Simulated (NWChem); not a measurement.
dichloromethane (CH2Cl2); SMILES ClCCl

Program: NWChem. The geometry was optimised at PBE-D3(BJ)/def2-SVP. Computed dipoles belong to the equilibrium geometry; the measured one is vibrationally averaged.

Measured dipole moment: 1.60 D (NIST CCCBDB, as tabulated in the package chemicals).

**Question.** Which of these levels lies farthest from the measured value, and how do the others fare: PBE0/aug-pcseg-1; PBE0/STO-3G; PBE0/pcseg-2; PBE0/def2-SVP; PBE0/pcseg-1?

**Answer.** PBE0/STO-3G.
```tsv
level	dipole moment (D)	computed − measured
PBE0/pcseg-1	1.83	+0.23
PBE0/aug-pcseg-1	1.68	+0.08
PBE0/pcseg-2	1.76	+0.16
PBE0/STO-3G	2.06	+0.46
PBE0/def2-SVP	1.71	+0.11
```
